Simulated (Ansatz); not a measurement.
# CH3AlF: the cost of one run

Method: RKS PBE0/def2-SVP, in Ansatz 0.2.0.

## Step 1: Starting point

Bond lengths: C1–Al2 1.902 Å, Al2–F3 1.717 Å, C1–H4 1.116 Å, C1–H5 1.120 Å, Al2–H6 1.660 Å. Angles: C1–Al2–F3 127.5°, C1–Al2–H6 137.7°, F3–Al2–H6 94.8°, Al2–C1–H4 106.4°, Al2–C1–H5 103.8°, H4–C1–H5 103.3°.

As a file:

```xyz
6

C    -0.3866    0.1724   -1.1724
Al    0.4423    0.0400    0.5344
F     2.0106   -0.5620    0.8895
H    -1.2728    0.8386   -1.0423
H    -0.8436   -0.8385   -1.3261
H     0.0502    0.3495    2.1170
```

## Step 2: Relaxing end A

Contents of input.yaml:

```yaml
crystal:
  periodic: [false, false, false]
  atoms:
    - { symbol: C, position_ang: [-0.38664, 0.17239, -1.17242] }
    - { symbol: Al, position_ang: [0.44229, 0.03997, 0.53436] }
    - { symbol: F, position_ang: [2.01056, -0.56204, 0.88952] }
    - { symbol: H, position_ang: [-1.27279, 0.83863, -1.04233] }
    - { symbol: H, position_ang: [-0.84361, -0.83848, -1.32611] }
    - { symbol: H, position_ang: [0.05019, 0.34954, 2.11697] }
total_charge: -1
basis:
  gaussian: { orbitals: def2-SVP }
hamiltonian:
  xc: pbe0
relax:
  f_tol: 0.02
  max_steps: 50
```

On the command line:

```console
$ ansatz run input.yaml --threads 1 --pin off --max-ram 2048MiB --backend cpu --events-out ev --progress --plain --runs-dir out
```

Q: Estimate wall time and peak memory on 1 thread of Arm Neoverse V1, shared host.

About 17 s, with a peak of 0.12 GiB.
